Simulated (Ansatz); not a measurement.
# CH4O3S: the cost of one run

Program: Ansatz 0.2.0. Level of theory: DFT PBE+D3(BJ), Gaussian basis def2-TZVPP. These are calculated values, not measurements.

## 1. The structure to begin with

Bond lengths: C1–S2 1.778 Å, S2–O3 1.445 Å, S2–O4 1.443 Å, S2–O5 1.614 Å, C1–H6 1.092 Å, C1–H7 1.092 Å, C1–H8 1.092 Å, O5–H9 0.982 Å. Angles: C1–S2–O3 109.5°, C1–S2–O4 109.7°, C1–S2–O5 98.0°, O3–S2–O4 122.7°, O3–S2–O5 105.8°, O4–S2–O5 108.2°, S2–C1–H6 108.9°, S2–C1–H7 108.0°, S2–C1–H8 108.8°, H6–C1–H7 110.1°, H6–C1–H8 111.0°, H7–C1–H8 110.1°, S2–O5–H9 107.8°.

As a file:

```xyz
9

C    -1.0572   -0.0305   -0.3977
S     0.4959    0.4377    0.3298
O     0.4550    0.1952    1.7537
O     0.9403    1.6890   -0.2359
O     1.4004   -0.7462   -0.2912
H    -1.3116   -1.0394   -0.0680
H    -1.8162    0.6771   -0.0579
H    -0.9644    0.0133   -1.4844
H     1.8580   -1.1962    0.4515
```

## 2. Relaxing the atoms: CH4O3S

File input.yaml:

```yaml
relax:
  f_tol: 0.001
  max_steps: 200
crystal:
  periodic: [false, false, false]
  atoms:
    - { symbol: C, position_ang: [-1.05718, -0.03049, -0.39771] }
    - { symbol: S, position_ang: [0.49587, 0.43774, 0.32984] }
    - { symbol: O, position_ang: [0.45496, 0.19519, 1.75373] }
    - { symbol: O, position_ang: [0.94028, 1.68905, -0.23586] }
    - { symbol: O, position_ang: [1.40037, -0.74617, -0.2912] }
    - { symbol: H, position_ang: [-1.31165, -1.03943, -0.06804] }
    - { symbol: H, position_ang: [-1.81623, 0.67705, -0.05788] }
    - { symbol: H, position_ang: [-0.96441, 0.0133, -1.48438] }
    - { symbol: H, position_ang: [1.85798, -1.19623, 0.4515] }
basis:
  gaussian: { orbitals: def2-TZVPP }
hamiltonian:
  xc: pbe
  dispersion: d3bj
```

The run is started by

```console
ansatz run input.yaml --threads 4 --pin off --max-ram 12288MiB --backend cpu --events-out ev --progress --plain --runs-dir out
```

Q: Estimate wall time and peak memory on 4 threads of Arm Neoverse V1, shared host.

About 33 s, with a peak of 0.51 GiB.
